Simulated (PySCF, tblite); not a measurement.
**C3H3Cl: dynamics, then NMR shifts on frames**

How do NMR shifts of C3H3Cl (`ClC1C=C1`) change as the atoms move?

The runs use tblite 0.8.0 and PySCF 2.14.0, with density-fitted response routines of our own; the level of theory stands in each step. All values are computed, except where a source is named. Atoms count from 0, in the outputs and in this text.

## (1) The molecule as given

7 atoms, charge 0, multiplicity 1; geometry from: GFN2-xTB.

Bonds of the start (Å): Cl0–C1 1.79, C1–C2 1.48, C2–C3 1.31, C3–C1 1.48, C1–H4 1.08, C2–H5 1.06, C3–H6 1.06.

## (2) Thermal motion with GFN2-xTB

Job settings and geometry (Å):

```
{"job": {"kind": "md", "xc": "GFN2-xTB", "basis": "xTB", "temperature": 600, "steps": 2000, "every": 50, "frames": 5}, "charge": 0, "multiplicity": 1}
Cl     1.843419     0.044094    -1.121394
C      0.641473    -0.122178     0.192445
C     -0.735618    -0.552756    -0.146259
C     -0.584829     0.708918     0.151736
H      1.147281    -0.398721     1.106684
H     -1.337419    -1.366630    -0.466210
H     -0.970974     1.692178     0.255921
```

Level: GFN2-xTB Langevin dynamics, gas phase.

On the command line:

```
$ OMP_NUM_THREADS=1 python probes_run.py task.json out
```

One launch serves the whole session: the jobs run in the order shown.

Standard output:

```text
t/fs     T/K      E/eV
    0.0   485.4   -337.37644
   25.0   343.4   -337.06779
   50.0   388.8   -336.96737
   75.0   677.6   -337.04158
  100.0   658.7   -337.06909
  125.0   712.3   -336.97300
  150.0   685.6   -337.09960
  175.0   552.1   -337.00884
  200.0   434.9   -336.87197
  225.0   385.3   -336.86532
  250.0   648.9   -336.99514
  275.0   726.4   -337.04998
  300.0   679.2   -337.09616
  325.0   592.7   -337.11573
  350.0   576.9   -337.19822
  375.0   387.2   -336.82863
  400.0   928.8   -337.20419
  425.0   428.4   -337.06892
  450.0   563.3   -336.80762
  475.0   913.1   -337.02786
  500.0   583.9   -336.85862
  525.0   563.2   -336.86657
  550.0   555.5   -336.93235
  575.0   564.4   -336.94963
  600.0   643.3   -337.00842
  625.0   536.3   -337.03273
  650.0   498.1   -336.94555
  675.0   700.4   -337.21807
  700.0   535.6   -336.89864
  725.0   832.6   -337.01066
  750.0   468.3   -336.79955
  775.0   624.2   -337.12242
  800.0   511.1   -336.99450
  825.0   722.3   -337.09541
  850.0   659.1   -336.86012
  875.0   564.8   -336.98634
  900.0   759.4   -336.98469
  925.0   787.8   -336.70213
  950.0   920.9   -336.81817
  975.0   930.1   -336.90695
 1000.0   780.4   -336.68318
```

It took 18 s on 1 thread, shared host.

Distance from the start (root mean square after alignment): 0 fs 0.00 Å, 200 fs 0.12 Å, 400 fs 0.10 Å, 600 fs 0.10 Å, 800 fs 0.10 Å, 1000 fs 0.18 Å.

Positions (Å) and forces (eV/Å) at 1000 fs:

```xyz
7

Cl    0.307   -1.007   -0.142    0.221   -0.418    0.172
C    -0.896   -0.476    1.029    1.357    1.862    2.470
C    -1.677   -1.248    2.060   -1.053    0.222   -4.241
C    -2.277   -0.913    0.899    0.240    0.258    2.642
H    -0.500    0.467    1.612   -0.727   -0.884   -2.037
H    -1.839   -1.747    2.934    0.208   -0.962    1.447
H    -3.200   -0.728    0.431   -0.246   -0.077   -0.452
```

## (3) Nuclear shieldings: 250 fs, PBE0/pcSseg-1

Job settings and geometry (Å):

```
{"job": {"kind": "nmr", "xc": "PBE0", "basis": "pcSseg-1", "pop": false}, "charge": 0, "multiplicity": 1}
Cl     1.129900     0.052600    -0.488700
C     -0.070600    -0.305200     0.762600
C     -1.069500    -1.360700     0.247200
C     -1.514400    -0.171600     0.331300
H      0.407800    -0.366800     1.757900
H     -1.110400    -2.440100     0.289100
H     -2.078900     0.677400     0.122400
```

Method: GIAO PBE0/pcSseg-1 NMR shielding, non-relativistic, gas phase.

Standard output:

```text
coarse grid: 6744 points
cycle   1  E = -575.8399158019  dE =  6.022e-01  |g| = 2.508e-01  |ddm| = 2.434e+00
cycle   2  E = -575.8456144962  dE = -5.699e-03  |g| = 2.372e-01  |ddm| = 5.892e-01
cycle   3  E = -575.8584013790  dE = -1.279e-02  |g| = 4.597e-02  |ddm| = 2.729e-01
cycle   4  E = -575.8588302286  dE = -4.288e-04  |g| = 2.019e-02  |ddm| = 5.837e-02
cycle   5  E = -575.8589264696  dE = -9.624e-05  |g| = 2.380e-03  |ddm| = 1.846e-02
cycle   6  E = -575.8589271600  dE = -6.904e-07  |g| = 1.583e-03  |ddm| = 3.587e-03
final grid: 61488 points
cycle   7  E = -575.8830302284  dE = -1.834e-05  |g| = 5.797e-03  |ddm| = 2.175e-02
cycle   8  E = -575.8830240383  dE =  6.190e-06  |g| = 7.447e-03  |ddm| = 1.176e-02
cycle   9  E = -575.8830375351  dE = -1.350e-05  |g| = 1.474e-03  |ddm| = 6.812e-03
cycle  10  E = -575.8830380203  dE = -4.852e-07  |g| = 2.976e-04  |ddm| = 1.358e-03
cycle  11  E = -575.8830380406  dE = -2.030e-08  |g| = 7.102e-05  |ddm| = 3.474e-04
cycle  12  E = -575.8830380418  dE = -1.180e-09  |g| = 1.777e-05  |ddm| = 8.346e-05
cycle  13  E = -575.8830380418  dE = -6.435e-11  |g| = 6.030e-06  |ddm| = 1.864e-05
converged SCF energy = -575.8830380418

GIAO shielding tensors (ppm)
atom      isotropic    diamagn.    paramagn.     s11        s22        s33       span
  0 Cl     734.372    1147.003    -412.631    414.658    688.402   1100.056    685.398
  1 C      158.066     241.793     -83.726     97.564    106.384    270.251    172.686
  2 C       61.514     256.205    -194.691    -46.743     51.674    179.611    226.353
  3 C       67.049     253.832    -186.784    -35.464     66.615    169.995    205.459
  4 H       27.415      27.692      -0.277     20.465     25.097     36.684     16.219
  5 H       23.379      30.837      -7.458     21.160     24.250     24.727      3.567
  6 H       24.491      31.338      -6.848     22.666     24.929     25.877      3.211
```

It took 10 s on 1 thread, shared host.

The references, computed at this level on geometries of the same kind, shield at (ppm): ¹H TMS 31.72, ¹³C TMS 186.9, ³⁵Cl HCl 950. Their shielding less the atom's gives the shift. The references are single molecules in the gas phase. Each atom is listed at this fixed geometry, with no averaging over motion; a spectrum would average atoms that exchange fast.

| atoms | environment | σ (ppm) | δ (ppm) |
| --- | --- | --- | --- |
| C2 | alkene CH | 61.5 | 125.4 |
| C3 | alkene CH | 67.0 | 119.9 |
| C1 | three-membered-ring carbon bearing a halogen | 158.1 | 28.9 |
| H5 | hydrogen on an alkene CH | 23.38 | 8.34 |
| H6 | hydrogen on an alkene CH | 24.49 | 7.23 |
| H4 | hydrogen on a three-membered-ring carbon bearing a halogen | 27.41 | 4.30 |
| Cl0 | chlorine bonded to C | 734 | 215 |

Ring of atoms C1, C2, C3: NICS(0) -31.2, NICS(1) -8.0, NICS(1)zz -17.8 ppm (means of both faces; NICS(1) differs between them: -10.2 and -5.8).

The two faces differ (NICS(1)zz -22.1 and -13.6 ppm).

In rings of three or four atoms NICS is ruled by the nearby σ bonds, so it says little on aromaticity.

## (4) NMR shieldings: 425 fs, PBE0/pcSseg-1

Job settings and geometry (Å):

```
{"job": {"kind": "nmr", "xc": "PBE0", "basis": "pcSseg-1", "pop": false}, "charge": 0, "multiplicity": 1}
Cl     0.337100    -0.332700    -0.814700
C     -0.858800    -0.494200     0.569500
C     -0.986500    -1.767300     1.260100
C     -1.797200    -1.610700     0.240700
H     -0.947200     0.521600     1.001100
H     -0.311900    -2.346400     1.847600
H     -2.593700    -2.010100    -0.335900
```

Level: GIAO PBE0/pcSseg-1 NMR shielding, non-relativistic, gas phase.

Standard output:

```text
coarse grid: 6744 points
cycle   1  E = -575.8438640893  dE =  5.808e-01  |g| = 2.650e-01  |ddm| = 2.376e+00
cycle   2  E = -575.8473014969  dE = -3.437e-03  |g| = 2.762e-01  |ddm| = 6.735e-01
cycle   3  E = -575.8654002250  dE = -1.810e-02  |g| = 4.965e-02  |ddm| = 3.293e-01
cycle   4  E = -575.8659088232  dE = -5.086e-04  |g| = 2.028e-02  |ddm| = 5.919e-02
cycle   5  E = -575.8660054872  dE = -9.666e-05  |g| = 3.605e-03  |ddm| = 1.935e-02
cycle   6  E = -575.8660065862  dE = -1.099e-06  |g| = 2.842e-03  |ddm| = 5.433e-03
final grid: 61488 points
cycle   7  E = -575.8895414868  dE = -1.301e-05  |g| = 6.811e-03  |ddm| = 1.948e-02
cycle   8  E = -575.8895249558  dE =  1.653e-05  |g| = 1.044e-02  |ddm| = 1.354e-02
cycle   9  E = -575.8895516541  dE = -2.670e-05  |g| = 1.589e-03  |ddm| = 8.645e-03
cycle  10  E = -575.8895522334  dE = -5.793e-07  |g| = 2.485e-04  |ddm| = 1.425e-03
cycle  11  E = -575.8895522468  dE = -1.343e-08  |g| = 7.732e-05  |ddm| = 3.103e-04
cycle  12  E = -575.8895522483  dE = -1.471e-09  |g| = 1.492e-05  |ddm| = 8.988e-05
cycle  13  E = -575.8895522483  dE = -4.752e-11  |g| = 5.246e-06  |ddm| = 1.714e-05
converged SCF energy = -575.8895522483

GIAO shielding tensors (ppm)
atom      isotropic    diamagn.    paramagn.     s11        s22        s33       span
  0 Cl     643.553    1147.853    -504.300    279.938    551.602   1099.118    819.180
  1 C      138.792     236.246     -97.454     80.829     95.951    239.596    158.766
  2 C       59.663     259.774    -200.111    -66.642     57.667    187.964    254.607
  3 C       51.384     256.214    -204.830    -95.671     62.325    187.498    283.169
  4 H       26.127      26.681      -0.553     19.596     23.975     34.811     15.216
  5 H       24.377      31.014      -6.637     22.240     24.407     26.485      4.245
  6 H       23.570      31.455      -7.884     19.078     25.118     26.516      7.438
```

Run time: 7.8 s. Hardware: 1 thread, shared host.

This run: δ C3 135.5, C2 127.3, C1 48.1, Cl0 306, H6 8.15, H5 7.34 ppm.

## (5) Shielding tensors: 625 fs, PBE0/pcSseg-1

Job settings and geometry (Å):

```
{"job": {"kind": "nmr", "xc": "PBE0", "basis": "pcSseg-1", "pop": false}, "charge": 0, "multiplicity": 1}
Cl     0.423300    -0.077500    -1.164300
C     -0.905800    -0.060700    -0.044100
C     -1.113300    -1.364200     0.818800
C     -1.933900    -1.096300    -0.194400
H     -1.231400     0.965900     0.226700
H     -0.742400    -1.803100     1.697700
H     -2.835000    -1.236000    -0.839800
```

Level: GIAO PBE0/pcSseg-1 NMR shielding, non-relativistic, gas phase.

Standard output:

```text
coarse grid: 6744 points
cycle   1  E = -575.8480160403  dE =  5.402e-01  |g| = 2.272e-01  |ddm| = 2.429e+00
cycle   2  E = -575.8545377184  dE = -6.522e-03  |g| = 2.027e-01  |ddm| = 5.488e-01
cycle   3  E = -575.8639591885  dE = -9.421e-03  |g| = 3.855e-02  |ddm| = 2.427e-01
cycle   4  E = -575.8642119871  dE = -2.528e-04  |g| = 2.074e-02  |ddm| = 4.893e-02
cycle   5  E = -575.8643118992  dE = -9.991e-05  |g| = 4.497e-03  |ddm| = 1.894e-02
cycle   6  E = -575.8643145619  dE = -2.663e-06  |g| = 3.112e-03  |ddm| = 5.823e-03
final grid: 61488 points
cycle   7  E = -575.8879329706  dE = -1.019e-05  |g| = 7.387e-03  |ddm| = 2.246e-02
cycle   8  E = -575.8879077237  dE =  2.525e-05  |g| = 1.224e-02  |ddm| = 1.597e-02
cycle   9  E = -575.8879456156  dE = -3.789e-05  |g| = 1.693e-03  |ddm| = 1.030e-02
cycle  10  E = -575.8879462947  dE = -6.792e-07  |g| = 2.762e-04  |ddm| = 1.507e-03
cycle  11  E = -575.8879463117  dE = -1.695e-08  |g| = 5.390e-05  |ddm| = 3.508e-04
cycle  12  E = -575.8879463124  dE = -7.079e-10  |g| = 1.288e-05  |ddm| = 7.511e-05
converged SCF energy = -575.8879463124

GIAO shielding tensors (ppm)
atom      isotropic    diamagn.    paramagn.     s11        s22        s33       span
  0 Cl     758.564    1146.638    -388.074    477.428    696.958   1101.305    623.877
  1 C      151.771     235.735     -83.964     99.233    111.968    244.112    144.879
  2 C       55.439     254.630    -199.191    -74.355     56.091    184.580    258.935
  3 C       53.867     259.996    -206.129    -60.930     55.409    167.123    228.052
  4 H       27.555      26.843       0.712     20.316     25.808     36.539     16.223
  5 H       23.495      31.850      -8.355     19.341     24.961     26.183      6.841
  6 H       23.147      29.977      -6.830     22.038     23.335     24.067      2.029
```

Wall time 8.1 s (1 thread, shared host).

This run: δ C3 133.1, C2 131.5, C1 35.2, Cl0 191, H6 8.57, H5 8.22 ppm.

## (6) Nuclear shieldings: 800 fs, PBE0/pcSseg-1

Job settings and geometry (Å):

```
{"job": {"kind": "nmr", "xc": "PBE0", "basis": "pcSseg-1", "pop": false}, "charge": 0, "multiplicity": 1}
Cl     0.556000    -0.653600    -0.486900
C     -1.156500    -0.221200     0.316700
C     -1.775500    -1.005700     1.417100
C     -2.324600    -1.158800     0.204300
H     -1.198600     0.862700     0.101500
H     -1.509100    -1.090200     2.479400
H     -3.081200    -1.596000    -0.388000
```

With the program's defaults for keys left out, this is: GIAO PBE0/pcSseg-1 NMR shielding, non-relativistic, gas phase.

Standard output:

```text
coarse grid: 6744 points
cycle   1  E = -575.8387644956  dE =  4.113e-01  |g| = 2.715e-01  |ddm| = 2.325e+00
cycle   2  E = -575.8346061491  dE =  4.158e-03  |g| = 3.388e-01  |ddm| = 8.577e-01
cycle   3  E = -575.8646108932  dE = -3.000e-02  |g| = 5.482e-02  |ddm| = 4.475e-01
cycle   4  E = -575.8652562338  dE = -6.453e-04  |g| = 2.283e-02  |ddm| = 6.621e-02
cycle   5  E = -575.8653757824  dE = -1.195e-04  |g| = 6.392e-03  |ddm| = 2.278e-02
cycle   6  E = -575.8653831824  dE = -7.400e-06  |g| = 3.224e-03  |ddm| = 7.760e-03
cycle   7  E = -575.8653857567  dE = -2.574e-06  |g| = 8.534e-04  |ddm| = 2.865e-03
final grid: 61488 points
cycle   8  E = -575.8890374585  dE = -1.510e-05  |g| = 5.233e-03  |ddm| = 1.779e-02
cycle   9  E = -575.8890340798  dE =  3.379e-06  |g| = 6.124e-03  |ddm| = 1.001e-02
cycle  10  E = -575.8890435549  dE = -9.475e-06  |g| = 1.241e-03  |ddm| = 6.103e-03
cycle  11  E = -575.8890438883  dE = -3.333e-07  |g| = 2.576e-04  |ddm| = 1.217e-03
cycle  12  E = -575.8890439024  dE = -1.411e-08  |g| = 9.796e-05  |ddm| = 2.601e-04
cycle  13  E = -575.8890439048  dE = -2.433e-09  |g| = 1.628e-05  |ddm| = 9.421e-05
cycle  14  E = -575.8890439049  dE = -5.537e-11  |g| = 5.967e-06  |ddm| = 1.917e-05
converged SCF energy = -575.8890439049

GIAO shielding tensors (ppm)
atom      isotropic    diamagn.    paramagn.     s11        s22        s33       span
  0 Cl     644.584    1147.311    -502.727    301.659    504.454   1127.638    825.979
  1 C      119.615     233.557    -113.942     52.453     72.340    234.053    181.600
  2 C       50.833     260.671    -209.837    -69.092     37.919    183.673    252.765
  3 C       50.113     258.200    -208.087    -73.621     38.655    185.306    258.927
  4 H       25.799      26.708      -0.909     19.134     24.105     34.159     15.025
  5 H       22.873      30.320      -7.447     20.967     23.265     24.386      3.419
  6 H       23.570      31.932      -8.362     20.354     24.901     25.454      5.100
```

Wall time 8.4 s (1 thread, shared host).

In short: δ C3 136.8, C2 136.1, C1 67.3, Cl0 305, H5 8.84, H6 8.15 ppm.

## (7) NMR shieldings: 1000 fs, PBE0/pcSseg-1

Job settings and geometry (Å):

```
{"job": {"kind": "nmr", "xc": "PBE0", "basis": "pcSseg-1", "pop": false}, "charge": 0, "multiplicity": 1}
Cl     0.306900    -1.007300    -0.142400
C     -0.895800    -0.476000     1.028700
C     -1.677000    -1.247600     2.060000
C     -2.276700    -0.912700     0.899500
H     -0.500400     0.467200     1.612400
H     -1.839000    -1.746800     2.934500
H     -3.200000    -0.727500     0.430800
```

With the program's defaults for keys left out, this is: GIAO PBE0/pcSseg-1 NMR shielding, non-relativistic, gas phase.

Standard output:

```text
coarse grid: 6744 points
cycle   1  E = -575.8312148641  dE =  5.937e-01  |g| = 2.488e-01  |ddm| = 2.429e+00
cycle   2  E = -575.8354408955  dE = -4.226e-03  |g| = 2.463e-01  |ddm| = 5.900e-01
cycle   3  E = -575.8491604906  dE = -1.372e-02  |g| = 4.703e-02  |ddm| = 2.871e-01
cycle   4  E = -575.8496261006  dE = -4.656e-04  |g| = 1.865e-02  |ddm| = 5.610e-02
cycle   5  E = -575.8497069094  dE = -8.081e-05  |g| = 3.751e-03  |ddm| = 1.851e-02
cycle   6  E = -575.8497077462  dE = -8.368e-07  |g| = 3.297e-03  |ddm| = 5.280e-03
cycle   7  E = -575.8497104761  dE = -2.730e-06  |g| = 2.752e-04  |ddm| = 2.737e-03
final grid: 61488 points
cycle   8  E = -575.8733529797  dE = -1.723e-05  |g| = 5.035e-03  |ddm| = 1.840e-02
cycle   9  E = -575.8733514754  dE =  1.504e-06  |g| = 5.340e-03  |ddm| = 9.867e-03
cycle  10  E = -575.8733585616  dE = -7.086e-06  |g| = 1.026e-03  |ddm| = 5.610e-03
cycle  11  E = -575.8733587669  dE = -2.052e-07  |g| = 2.876e-04  |ddm| = 1.066e-03
cycle  12  E = -575.8733587852  dE = -1.833e-08  |g| = 9.899e-05  |ddm| = 2.930e-04
cycle  13  E = -575.8733587876  dE = -2.412e-09  |g| = 2.073e-05  |ddm| = 9.519e-05
cycle  14  E = -575.8733587877  dE = -9.186e-11  |g| = 5.812e-06  |ddm| = 2.399e-05
converged SCF energy = -575.8733587877

GIAO shielding tensors (ppm)
atom      isotropic    diamagn.    paramagn.     s11        s22        s33       span
  0 Cl     735.657    1146.463    -410.806    433.539    662.709   1110.723    677.184
  1 C      137.023     230.611     -93.589     88.185     98.031    224.852    136.667
  2 C       29.502     259.657    -230.155   -152.642     37.983    203.165    355.808
  3 C       49.688     253.266    -203.578   -116.946     79.055    186.954    303.900
  4 H       24.737      24.733       0.004     16.702     24.509     33.002     16.300
  5 H       22.593      33.358     -10.765     14.059     26.042     27.679     13.620
  6 H       24.074      30.579      -6.504     19.174     25.030     28.020      8.846
```

Run time: 8.3 s. Hardware: 1 thread, shared host.

Key values: δ C2 157.4, C3 137.2, C1 49.9, Cl0 214, H5 9.12, H6 7.64 ppm.

## (8) Run by run: NMR shifts

Shifts (ppm), with basis size and wall time:

| frame | C2 | C3 | C1 | H5 | H6 | H4 | Cl0 | functions | time |
| --- | --- | --- | --- | --- | --- | --- | --- | --- | --- |
| 250 fs | 125.4 | 119.9 | 28.9 | 8.34 | 7.23 | 4.30 | 215 | 90 | 10 s |
| 425 fs | 127.3 | 135.5 | 48.1 | 7.34 | 8.15 | 5.59 | 306 | 90 | 7.8 s |
| 625 fs | 131.5 | 133.1 | 35.2 | 8.22 | 8.57 | 4.16 | 191 | 90 | 8.1 s |
| 800 fs | 136.1 | 136.8 | 67.3 | 8.84 | 8.15 | 5.92 | 305 | 90 | 8.4 s |
| 1000 fs | 157.4 | 137.2 | 49.9 | 9.12 | 7.64 | 6.98 | 214 | 90 | 8.3 s |

## (9) Summary of results

| quantity | value |
| --- | --- |
| thermostat | 600 K |
| mean temperature, second half | 654 K |
| mean potential energy above the minimum | 0.44 eV |
| ¹³C shifts against TMS (PBE0/pcSseg-1, 250 fs) | 125.4, 119.9, 28.9 ppm |
| ¹H shifts against TMS (PBE0/pcSseg-1, 250 fs) | 8.34, 7.23, 4.30 ppm |
| ³⁵Cl shifts against HCl (PBE0/pcSseg-1, 250 fs) | 215 ppm |
| range of the shift of Cl0 | 191 to 306 ppm |

**Reading.** In the second half the potential energy averages 0.44 eV above the minimum; equipartition over 15 harmonic modes at 600 K would give 0.39 eV. With 7 atoms the temperature swings widely (343 to 930 K). Shifts at one fixed geometry are not the observed spectrum, which averages over the motion. In the first frame run (250 fs): The widest tensor belongs to Cl0: span 685 ppm, with a paramagnetic part of -413 ppm. In ppm, Cl0 moves most: its shift spreads over 115 ppm, from 191 (625 fs) to 306 (425 fs).
